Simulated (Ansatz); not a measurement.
Ideal-gas functions of C₂H₃NS (`NC1=CS1`) at 400 K and 1 bar, from an Ansatz frequency run at PBE0-D4/def2-TZVP.

Molar mass 73.12 g/mol, point group C1 (symmetry number 1), electronic degeneracy 1, moments of inertia 32.777, 99.208, 131.701 u Å². Harmonic wavenumbers (cm⁻¹, unscaled): 255, 316, 386, 449, 527, 546, 696, 901, 1108, 1215, 1631, 1917, 3365, 3593, 3705.

Use S(trans) = R[1.5 ln M + 2.5 ln T − 1.1517]; rotational temperatures θ = 24.2544 K / I; S(rot) = R[ln(√π/σ · √(T³/θAθBθC)) + 1.5]; for each mode x = 1.438777 ν̃/T, S = R[x/(eˣ − 1) − ln(1 − e⁻ˣ)] and H = RT x/(eˣ − 1); 1 cm⁻¹ = 0.0119627 kJ/mol; R = 8.31446 J/(mol·K).

Problem. By hand: the entropy, in J/(mol·K).

Solution. Translation 168.5. Rotation: θ = 0.74, 0.2445, 0.1842 K, giving 106.1. Vibration, mode by mode: 9.32, 7.68, 6.22, 5.18, 4.14, 3.92, 2.56, 1.43, 0.78, 0.57, 0.16, 0.07, 0.00, 0.00, 0.00, in all 42.0. Electronic 0.0. Sum 316.6 J/(mol·K).

Problem. By hand: H − E and G − E in kJ/mol, counted from the electronic energy.

Solution. Zero-point energy ½ × 20610 × 0.0119627 = 123.3; thermal vibration 10.6; translation, rotation and pV give 4 RT = 13.3. H − E = 147.2 kJ/mol, and G − E = 147.2 − 400 × 316.6/1000 = 20.6 kJ/mol.

Vibration gives 13 % of the entropy. The sum counts one conformer and one mirror image; others add a mixing term.
